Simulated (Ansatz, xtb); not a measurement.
**Two isomers of C4H6OS**

Structure a is `CC(=O)CC=S`, a singlet and structure b is `S=C1CCCO1`, a singlet. Both are isolated molecules in the gas phase, relaxed with B3LYP-D3(BJ)/def2-SVP; the shapes shown needn't be the lowest conformers.

a (Å):

```xyz
12

C     0.1687    0.9445   -0.2193
C    -0.7324   -0.2536   -0.0437
C    -0.6013   -1.3450   -1.1344
C     0.4605   -2.3119   -0.7021
O    -1.4888   -0.3954    0.8847
S     1.9905   -2.3445   -1.2411
H     0.1619    1.5599    0.6894
H    -0.1906    1.5451   -1.0722
H     1.1920    0.6203   -0.4666
H    -0.3329   -0.8938   -2.0997
H    -1.5750   -1.8549   -1.1922
H     0.1389   -3.0041    0.0936
```

b (Å):

```yaml
atoms:
  - { symbol: C, position_ang: [-3.2835, -1.3426, 0.4410] }
  - { symbol: C, position_ang: [-1.9332, -1.8760, -0.0054] }
  - { symbol: C, position_ang: [-1.0589, -1.7047, 1.2407] }
  - { symbol: C, position_ang: [-1.7188, -0.4963, 1.9057] }
  - { symbol: O, position_ang: [-3.1087, -0.5802, 1.5322] }
  - { symbol: S, position_ang: [-4.7362, -1.5949, -0.2498] }
  - { symbol: H, position_ang: [-1.5798, -1.2465, -0.8414] }
  - { symbol: H, position_ang: [-2.0179, -2.9023, -0.3835] }
  - { symbol: H, position_ang: [-1.1413, -2.5894, 1.8914] }
  - { symbol: H, position_ang: [0.0050, -1.5384, 1.0217] }
  - { symbol: H, position_ang: [-1.6682, -0.4901, 3.0030] }
  - { symbol: H, position_ang: [-1.3178, 0.4600, 1.5272] }
```

Energies in hartree; the thermal terms are from GFN2-xTB frequencies at re-optimised GFN2-xTB minima (ideal gas, soft modes damped towards free rotors, one conformer each, 298.15 K, 1 atm) and include the zero-point energy:

```
                              a           b
E, CCSD(T)/def2-SVP  −627.967319  −627.978569
    E, MP2/def2-SVP  −627.881812  −627.895345
  E, MP2/def2-TZVPP  −628.489328  −628.506472
  zero-point energy     0.089522     0.093431
       H(298 K) − E     0.097624     0.100016
       G(298 K) − E     0.057485     0.063645
```

Q: Correct the CCSD(T) difference for the basis set by the MP2 change, then work out ΔE, ΔE₀, ΔH and ΔG for a → b in kcal/mol (1 Eh = 627.51 kcal/mol) and the equilibrium ratio [b]/[a].

A: 1. Differences b − a: CCSD(T) −0.011250, MP2 in the small set −0.013533, MP2 in the large set −0.017144 Eh.
2. ΔE = −0.011250 + (−0.017144 − (−0.013533)) = −0.014861 Eh = −9.33 kcal/mol.
3. ΔE₀ = ΔE + ΔZPE = −0.014861 + (+0.003909) Eh = −6.87 kcal/mol.
4. ΔH = ΔE + (+0.002392) Eh = −7.82 kcal/mol.
5. ΔG = ΔE + (+0.006160) Eh = −5.46 kcal/mol, so ΔS = (ΔH − ΔG)/T = −33.2 J/(mol K).
6. kT = 0.9442 mEh, so K = [b]/[a] = exp(−ΔG/kT) = exp(+9.22) ≈ 1.0 × 10^4.

Structure b is favoured at this temperature. An error of 1 kcal/mol in ΔG would change K by a factor of 5.4. Mirror images and further conformers aren't counted.

As drawn, b has 2 C–O in place of 1 C=O. Structure a has no ring, b a 5-membered ring.

Other levels gave ΔE = −26.7 (GFN2-xTB); −43.9 (HF/STO-3G, GFN2-xTB geometries); −12.8 (r2SCAN-D4/def2-SVP, GFN2-xTB geometries); −9.6 (B3LYP-D3(BJ)/def2-SVP); −7.9 (HF/def2-SVP); −8.5 (MP2/def2-SVP); −7.1 (CCSD(T)/def2-SVP) kcal/mol. The correlated steps freeze 10 core orbitals. Programs: Ansatz 0.2.0, xtb 6.7.1.
